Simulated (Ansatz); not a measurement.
C3H6O can be A, `OC1CC1`, or B, `CC1CO1`.

Calculated with Ansatz (gas phase, PBE0-D4/def2-TZVP geometries, no zero-point term in ΔE). CCSD(T)/CBS is the MP2 limit (def2-TZVPP, def2-QZVPP) plus CCSD(T) − MP2 in def2-TZVPP, frozen cores. DFT in def2-TZVPP. One conformer a species, not always the lowest.

Which isomer does CCSD(T)/CBS put lower? Give the gap. (An estimate is asked.)

Ansatz gave: A, by 8.8 kJ/mol.

Give E(B) − E(A) in kJ/mol with HF/def2-TZVPP, CCSD(T)/def2-TZVPP, ωB97M-V, B2PLYP, PBE0-D4, PBE-D4, r2SCAN-D4. (An estimate is asked.)

Ansatz gave: HF/def2-TZVPP 9.1, CCSD(T)/def2-TZVPP 7.4, ωB97M-V 10.9, B2PLYP 6.1, PBE0-D4 10.6, PBE-D4 4.9, r2SCAN-D4 5.8. None reverses the order clearly.

Does the order hold for the free energy at 298.15 K (harmonic terms from PBE0-D4)? (Estimate.)

Ansatz gave: Yes: G(B) − G(A) = +7.2 kJ/mol, for one conformer each.

Largest T1 diagnostic: 0.011.

From r2SCAN to r2SCAN0 (25 % exact exchange), in def2-TZVPP and without D4, E(B) − E(A) moves by +5.5 kJ/mol. Leaving LDA and LC-ωPBE aside and taking each functional with its dispersion term where it has one, the values, not all of them listed here, spread over 12.1 kJ/mol, from BLYP-D4 to PBE-QIDH. LDA lies +11.1 kJ/mol from PBE without D4.
